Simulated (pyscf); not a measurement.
# Elimination: H₃C–CH₂–O–O• → •O–OH + H₂C=CH₂

Gas phase, doublet surface, charge 0. Bonds broken: O1–C4, C3–H5. Bonds formed: O2–H5. Single points on ωB97X-D3(BJ)/def2-SVP structures (PySCF, gas phase).

Transition state (Å):

```xyz
9

O      0.7264     1.4957    -0.1676
O      0.8833     0.5633    -0.9902
C     -0.7983    -0.6188     0.4986
C     -0.6696     0.6098     1.1302
H      0.1097    -0.2627    -0.4900
H     -0.3132    -1.4967     0.9412
H     -1.7007    -0.8210    -0.0902
H     -0.0033     0.7454     1.9866
H     -1.3854     1.4184     0.9590
```

One imaginary mode, 1228i cm⁻¹; descent along it reached the two sides named, in the forms told below.

| bond | change | reactant side (Å) | saddle | product side |
|---|---|---|---|---|
| O1–C4 | breaks | 1.447 | 2.102 | 3.0 |
| C3–H5 | breaks | 1.100 | 1.389 | 2.195 |
| O2–H5 | forms | 2.6 | 1.237 | 0.988 |

Electronic energies relative to the reactant's lowest minimum found (kcal/mol):

```
level                   barrier  reaction energy  reverse barrier
----------------------  -------  ---------------  ---------------
ωB97X-D3(BJ)/def2-TZVP     37.4            +27.6              9.8
PBE/def2-TZVP              23.7            +26.7             -2.9
r²SCAN/def2-TZVP           27.7            +28.0             -0.3
B3LYP-D3(BJ)/def2-TZVP     31.3            +24.5              6.8
PBE0-D3(BJ)/def2-TZVP      32.6            +28.6              4.0
M06-2X/def2-TZVP           37.5            +26.9             10.6
ωB97M-D3(BJ)/def2-TZVP     35.5            +24.9             10.6
HF/def2-TZVP               60.0            +19.1             40.9
```

With ωB97M-D3(BJ)/def2-TZVP energies and thermal terms (ideal gas, 1 atm, RRHO with modes under 100 cm⁻¹ raised to 100, one conformer, R ln 2 for rigid chiral ones), in kcal/mol:

| T (K) | ΔH‡ | ΔG‡ | ΔH | ΔG |
|---|---|---|---|---|
| 298 | 31.1 | 31.7 | +21.9 | +11.1 |
| 600 | 31.2 | 32.2 | +21.8 | +0.1 |
| 900 | 31.2 | 32.7 | +21.1 | -10.7 |
| 1200 | 31.0 | 33.2 | +20.1 | -21.1 |

On the product side the descent ends in a complex, 5.3 kcal/mol under the separated species and 15.1 kcal/mol under the saddle at ωB97X-D3(BJ)/def2-TZVP. At PBE, r²SCAN the saddle lies under the separated products, which points to a path from their complex (located at ωB97X-D3(BJ) alone), and parting the products costs more than the saddle. H₃C–CH₂–O–O• lies 43.3 kcal/mol over its isomer H₃C–CH(O•)–OH, and others may lie lower still (electronic energy, ωB97M-D3(BJ)). This is the saddle that the search found; another between the same sides may lie lower.
